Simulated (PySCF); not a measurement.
Species: 1,2-dimethyl-1,2-diazetidine, C4H10N2.
Atom-mapped SMILES: `[CH3:1][N:2]1[CH2:3][CH2:4][N:5]1[CH3:6]` (hydrogens: H7, H8, H9 on C1; H10, H11 on C3; H12, H13 on C4; H14, H15, H16 on C6)

The same species was optimised twice, with GFN2-xTB and with PBE0-D3(BJ)/def2-SVP (PySCF), and the same property calculations (PySCF, gas phase) were run on both structures.

```json
{"coordinate": "N2–N5 (Å)", "GFN2-xTB": "1.473", "PBE0-D3(BJ)/def2-SVP": "1.457", "change": "-0.016"}
{"coordinate": "C4–N5 (Å)", "GFN2-xTB": "1.469", "PBE0-D3(BJ)/def2-SVP": "1.465", "change": "-0.004"}
{"coordinate": "N5–C6 (Å)", "GFN2-xTB": "1.442", "PBE0-D3(BJ)/def2-SVP": "1.438", "change": "-0.004"}
{"coordinate": "N2–C3 (Å)", "GFN2-xTB": "1.469", "PBE0-D3(BJ)/def2-SVP": "1.466", "change": "-0.003"}
{"coordinate": "C1–N2 (Å)", "GFN2-xTB": "1.442", "PBE0-D3(BJ)/def2-SVP": "1.438", "change": "-0.004"}
{"coordinate": "C3–C4 (Å)", "GFN2-xTB": "1.526", "PBE0-D3(BJ)/def2-SVP": "1.527", "change": "+0.001"}
{"coordinate": "C3–C4–N5 (°)", "GFN2-xTB": "88.1", "PBE0-D3(BJ)/def2-SVP": "87.2", "change": "-0.9"}
{"coordinate": "N2–C3–C4 (°)", "GFN2-xTB": "88.1", "PBE0-D3(BJ)/def2-SVP": "87.2", "change": "-0.9"}
{"coordinate": "C3–N2–N5 (°)", "GFN2-xTB": "90.2", "PBE0-D3(BJ)/def2-SVP": "89.9", "change": "-0.3"}
{"coordinate": "N2–N5–C4 (°)", "GFN2-xTB": "90.1", "PBE0-D3(BJ)/def2-SVP": "89.9", "change": "-0.2"}
{"coordinate": "N2–N5–C6 (°)", "GFN2-xTB": "112.9", "PBE0-D3(BJ)/def2-SVP": "113.0", "change": "+0.1"}
{"coordinate": "C4–N5–C6 (°)", "GFN2-xTB": "116.7", "PBE0-D3(BJ)/def2-SVP": "116.6", "change": "-0.1"}
{"coordinate": "C1–N2–C3 (°)", "GFN2-xTB": "116.6", "PBE0-D3(BJ)/def2-SVP": "116.7", "change": "+0.1"}
{"coordinate": "C1–N2–N5 (°)", "GFN2-xTB": "113.0", "PBE0-D3(BJ)/def2-SVP": "113.0", "change": "0.0"}
```

Rotational constants: A = 5142, B = 3770, C = 2465 MHz (GFN2-xTB) against A = 5106, B = 3846, C = 2464 MHz (PBE0-D3(BJ)/def2-SVP). Point groups within 0.08 Å: C2 and C2.

On the GFN2-xTB structure: HOMO (eV) -5.50 [PBE0/pcSseg-1]; LUMO (eV) 1.69 [PBE0/pcSseg-1]; dipole (D) 0.77 [PBE0/pcSseg-1]; GIAO shielding of C1/C6 (mean) (ppm) 139.0 [PBE0/pcSseg-1]; GIAO shielding of N2/N5 (mean) (ppm) 145.6 [PBE0/pcSseg-1]; GIAO shielding of C3/C4 (mean) (ppm) 134.6 [PBE0/pcSseg-1].

Question: What do these properties become on the PBE0-D3(BJ)/def2-SVP structure?

Answer: 
```
                                    property          level  on GFN2-xTB  on PBE0-D3(BJ)/def2-SVP  change
                                   HOMO (eV)  PBE0/pcSseg-1        -5.50                    -5.54   -0.04
                                   LUMO (eV)  PBE0/pcSseg-1         1.69                     1.71   +0.02
                                  dipole (D)  PBE0/pcSseg-1         0.77                     0.66   -0.11
energy, GFN2-xTB geometry as zero (kcal/mol)  PBE0/pcSseg-1          0.0                     -0.6    -0.6
        GIAO shielding of C1/C6 (mean) (ppm)  PBE0/pcSseg-1        139.0                    137.8    -1.2
        GIAO shielding of N2/N5 (mean) (ppm)  PBE0/pcSseg-1        145.6                    148.0    +2.4
        GIAO shielding of C3/C4 (mean) (ppm)  PBE0/pcSseg-1        134.6                    132.1    -2.5
```

The heavy atoms differ by 0.041 Å rms after alignment. Among bonds between heavy atoms N2–N5 changes most (-0.016 Å). Changes are differences of the printed values. Neither structure is proved a minimum here.
